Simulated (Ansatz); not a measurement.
CH6N3+ (`NC(N)=[NH2+]`). Total charge 1; spin multiplicity 1. The structure was optimised at the PBE0-D4/def2-TZVP level. It is one conformer, not always the lowest.

```xyz
10

N     0.973   -0.854   -0.286
C     0.000    0.000    0.000
N    -1.072    0.069   -0.778
N     0.098    0.785    1.065
H     0.994   -1.349   -1.161
H     1.720   -1.033    0.363
H    -1.748    0.806   -0.673
H    -1.240   -0.613   -1.498
H    -0.684    1.328    1.388
H     0.958    0.861    1.581
```

Give the Mulliken charges with B3LYP, PBE, r2SCAN in def2-TZVPP. (Best estimate.)

Computed: 
```
atom  B3LYP    PBE  r2SCAN
  N1  -0.22  -0.21   -0.25
  C2   0.41   0.32    0.46
  N3  -0.22  -0.21   -0.25
  N4  -0.22  -0.21   -0.25
  H5   0.21   0.22    0.22
  H6   0.21   0.22    0.22
  H7   0.21   0.22    0.22
  H8   0.21   0.22    0.22
  H9   0.21   0.22    0.22
 H10   0.21   0.22    0.22
```

B3LYP here is the variant with VWN-RPA as its local correlation; programs differ in this.
